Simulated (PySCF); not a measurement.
C3H5Cl2 (doublet state).
Cartesian coordinates in Å at the GFN2-xTB level; atoms count from 1:
```
atom  x, y, z in Å
C1    -1.2061    0.0867   -0.5460
C2     0.0985    0.5546   -0.0201
Cl3    0.1343    2.0896    0.7269
C4     1.2091   -0.3291    0.2037
Cl5    0.9558   -1.3424    1.7967
H6    -1.0498   -0.6821   -1.2999
H7    -1.8147   -0.3503    0.2525
H8    -1.7698    0.9111   -0.9771
H9     1.2985   -1.1068   -0.5491
H10    2.1531    0.1734    0.3898
```

The hyperfine couplings belong to this conformer and change with its torsions.

Identity: `C[C](Cl)CCl` [radical].

Computed with UKS B3LYP, pcH-1 on C Cl H, non-relativistic, mean-field spin-orbit, GIAO (PySCF). The structure is a single GFN2-xTB conformer in the gas phase; no vibrational or solvent corrections. The geometry wasn't refined by DFT: couplings that depend on bond lengths, twists or pyramidal angles can differ widely from those at the functional's own minimum. Stability of the SCF solution: not tested.

(1) Give the principal g shifts and their parts.

(2) Average each term over the three axes. Which is largest in size?

(3) What effective moment and Curie constant follow for a powder?

(4) At 9.492 GHz, how far is the centre of the isotropic spectrum from where a free electron (g = 2.002319) resonates?

(5) In a frozen sample, at which fields do the three g values resonate at 9.5, 34, 94 and 263 GHz (hyperfine left aside), and which band first spreads them over more than twice a line width of 0.3 mT?

## Answers

(1) 
| Δg (ppt) | 1 | 2 | 3 |
| --- | --- | --- | --- |
| relativistic mass correction | -0.20 | -0.20 | -0.20 |
| gauge correction | -0.01 | 0.03 | 0.03 |
| orbital Zeeman/spin–orbit | 0.23 | 7.19 | 9.21 |
| total | 0.01 | 7.02 | 9.04 |

So g = 2.00233, 2.00934, 2.01136 and g_iso = 2.00767; the tensor is rhombic: the two nearest values differ by 22 % of g3 − g1. Axes: g1 points within 8° of the C4–Cl5 bond.

(2) The orbital-Zeeman/spin–orbit term 5.54, the mass correction -0.20 and the gauge correction 0.01 ppt, for a total of 5.35 ppt. The orbital-Zeeman/spin–orbit term is the largest in size. The mass correction is the same along every axis, so the anisotropy comes from the other two: their spans along these axes are 0.04 (gauge) and 8.99 ppt (orbital Zeeman/spin–orbit).

(3) With the mean of g² = 4.0308 and S(S+1) = 0.75: μ_eff = √(⟨g²⟩S(S+1)) = 1.739 μB and χT = 0.12505·⟨g²⟩·S(S+1) = 0.378 cm³ K/mol (cgs; spin-Hamiltonian part alone).

(4) B = hν/(g μB) with μB/h = 13.99624 MHz/mT gives 338.70 mT for the free electron and 337.79 mT at g_iso, 0.90 mT lower.

(5) 
| band | GHz | B(g3) mT | B(g2) mT | B(g1) mT | spread mT |
| --- | --- | --- | --- | --- | --- |
| X | 9.5 | 337.46 | 337.80 | 338.98 | 1.52 |
| Q | 34.0 | 1207.75 | 1208.97 | 1213.20 | 5.44 |
| W | 94.0 | 3339.08 | 3342.44 | 3354.14 | 15.05 |
| J | 263.0 | 9342.33 | 9351.72 | 9384.45 | 42.11 |

The spread grows in proportion to the frequency. X band is the first where it exceeds 0.6 mT.

Largest spin populations (Mulliken): C2 (+0.78), Cl5 (+0.16), Cl3 (+0.09) and C1 (-0.06). The angles at C2 add up to 357.9°, so it is nearly planar.

The HOMO–LUMO gaps are 6.13 eV among the α and 5.15 eV among the β orbitals.

Hardware: one thread, Arm Neoverse V1 (aarch64), no GPU, shared host with 64 logical CPUs at a one-minute load of 26. Cost: 34 s (grids of density and orbitals included), 0.67 GiB resident at most.
